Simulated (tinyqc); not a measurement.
Inside a calculation. Method: extended Hueckel theory, for BH3. One step of it, computed by the program tinyqc.

Problem. Mulliken analysis. P = C n C^T; charge = valence electrons (H 1, B 3) minus the sum of (P S)_ii on the atom; overlap population = 2 sum P_ij S_ij between two atoms.

coefficients:
```
,MO1,MO2,MO3,MO4,MO5,MO6,MO7
1B 2s,0.520412,0.000040,0.000000,0.014525,0.001360,0.000000,1.602268
1B 2px,-0.000001,0.406696,0.000000,0.000000,1.355408,0.000000,-0.001588
1B 2py,0.000000,0.000000,0.406748,0.000000,0.000000,1.355383,0.000000
1B 2pz,-0.000102,0.000000,0.000000,0.999860,-0.000023,0.000000,-0.027276
2H 1s,0.278845,0.579020,0.000000,-0.003784,-1.077737,0.000000,-0.836253
3H 1s,0.278905,-0.289450,0.501405,-0.003783,0.537777,-0.932780,-0.838170
4H 1s,0.278905,-0.289450,-0.501405,-0.003783,0.537777,0.932780,-0.838170
```

occupations: 2.000000  2.000000  2.000000  0.000000  0.000000  0.000000  0.000000

overlap S, lower triangle:
```
,1B 2s,1B 2px,1B 2py,1B 2pz,2H 1s,3H 1s,4H 1s
1B 2s,1.000000
1B 2px,0.000000,1.000000
1B 2py,0.000000,0.000000,1.000000
1B 2pz,0.000000,0.000000,0.000000,1.000000
2H 1s,0.511902,0.545843,0.000000,-0.008140,1.000000
3H 1s,0.512011,-0.273008,0.472734,-0.008142,0.107134,1.000000
4H 1s,0.512011,-0.273008,-0.472734,-0.008142,0.107134,0.107207,1.000000
```

Give: charges; Overlap populations.

Solution.

charges: 1B 0.580, 2H -0.193, 3H -0.193, 4H -0.193

Overlap populations:
```
pair,value
2-1,0.811336
3-1,0.811442
3-2,-0.038494
4-1,0.811442
4-2,-0.038494
4-3,-0.038525
```
